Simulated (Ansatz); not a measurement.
Results of PBE in Ansatz (PAW) for antiferromagnetic (type II) rock-salt MnS.

Settings: plane-wave cutoff 520 eV, 10×10×10 k mesh, Fermi–Dirac smearing 0.01 eV, spin-polarised with opposed moments, scalar-relativistic PAW data made under PBE.

Results at a series of volumes:

```json
[
 {"V (Å³/atom)": "16.217", "E − E_lowest (meV/atom)": "6.90", "P (GPa)": "3.38"},
 {"V (Å³/atom)": "16.555", "E − E_lowest (meV/atom)": "1.67", "P (GPa)": "1.61"},
 {"V (Å³/atom)": "16.893", "E − E_lowest (meV/atom)": "0.00", "P (GPa)": "-0.01"},
 {"V (Å³/atom)": "17.230", "E − E_lowest (meV/atom)": "1.59", "P (GPa)": "-1.48"},
 {"V (Å³/atom)": "17.568", "E − E_lowest (meV/atom)": "6.14", "P (GPa)": "-2.82"}
]
```

Task: What bulk modulus B0 and pressure derivative B′ does a third-order Birch–Murnaghan fit give?

Result: V0 = 16.891 Å³/atom, B0 = 77.1 GPa, B′ = 3.6 (fit to the energies at full precision).

Shape and atoms are relaxed at each volume.

Measured, for comparison: bulk modulus 75 ± 2 GPa (room temperature, not corrected to a static lattice, sources range from 72.0 to 88.0; as tabulated in Sweeney, Heinz, compression of alpha-MnS (alabandite), Phys. Chem. Miner. 20 …); equilibrium volume per atom 17.57 Å³/atom (4 K, not corrected to a static lattice; as tabulated in PSI, practical course at SINQ: magnetic order in MnS). Computed less measured: bulk modulus +2.8 % (inside the range of the sources held), equilibrium volume per atom -3.9 %. A static lattice is as a rule a little smaller and stiffer than an uncorrected measurement, which can account for part of this in the bulk modulus.

Computed values are for the static lattice.

Cost on a shared machine: roughly 8 core-minutes.

Ansatz is a first-principles code.
